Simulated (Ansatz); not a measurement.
**CH₂O₂: how energies converge with the basis set**

The task here is to estimate one member of a computed series from the others.

Method: one geometry, several basis sets; program: Ansatz 0.2.0, Gaussian basis.

Levels to be run: PBE0-D4/def2-SVP; ωB97M-V/def2-SVP; PBE0-D4/def2-QZVPP; ωB97M-V/def2-QZVPP; CCSD(T)/cc-pV(D+d)Z; CCSD(T)/cc-pV(T+d)Z; CCSD(T)/cc-pV(Q+d)Z; the functionals' def2-TZVPP values are taken from earlier runs.

## The relaxed structure

The geometry comes from an earlier relaxation with PBE0-D4 in a triple-zeta def2 set; it is a stationary point.

SMILES `O=CO`, 5 atoms, charge 0, spin multiplicity 1.

Atoms are counted from 1 here; the program's logs count them from 0.

Bond lengths: O1–C2 1.194 Å, C2–O3 1.335 Å, C2–H4 1.099 Å, O3–H5 0.969 Å. Angles: O1–C2–O3 125.1°, O1–C2–H4 125.1°, O3–C2–H4 109.8°, C2–O3–H5 107.3°.

Coordinates:

```xyz
5
CH2O2
O    -0.3760   -0.4410    1.1972
C    -0.2209   -0.3618    0.0158
O     0.4665    0.5988   -0.6065
H    -0.6229   -1.0692   -0.7232
H     0.8032    1.1996    0.0753
```

The first run:

Input file in.yaml:

```yaml
crystal:
  periodic: [false, false, false]
  atoms:
    - {symbol: O, position_ang: [-0.375974, -0.440963, 1.197186]}
    - {symbol: C, position_ang: [-0.220940, -0.361846, 0.015767]}
    - {symbol: O, position_ang: [0.466510, 0.598758, -0.606537]}
    - {symbol: H, position_ang: [-0.622862, -1.069161, -0.723226]}
    - {symbol: H, position_ang: [0.803166, 1.199612, 0.075309]}
basis:
  gaussian: {orbitals: def2-SVP}
hamiltonian: {xc: pbe0, dispersion: d4}
output: {orbitals: {seedname: orbitals}}
```

Command:

```console
$ ansatz run in.yaml --threads 4 --pin off --events-out ev --progress --plain --max-ram 10444MiB
```

Steps of the session up to this table: PBE0-D4 in def2-SVP; ωB97M-V in def2-SVP; PBE0-D4 in def2-QZVPP; ωB97M-V in def2-QZVPP.

One table of the session follows, with a row left open; its other results are not shown here.

It belongs to the step «Functionals by basis». 

```
functional       basis  HOMO (eV)  LUMO (eV)
   PBE0-D4    def2-SVP      -8.33       0.22
   PBE0-D4  def2-TZVPP      -8.55      -0.11
   PBE0-D4  def2-QZVPP      -8.60      -0.21
   ωB97M-V    def2-SVP          ?          ?
   ωB97M-V  def2-TZVPP     -11.00       2.25
   ωB97M-V  def2-QZVPP     -11.05       1.92
```

Q: Estimate the row for ωB97M-V, def2-SVP from the others.

As computed: HOMO (eV): -10.76; LUMO (eV): 2.69. In the column «HOMO (eV)» it lies between ωB97M-V, def2-TZVPP (-11.00) and PBE0-D4, def2-QZVPP (-8.60).
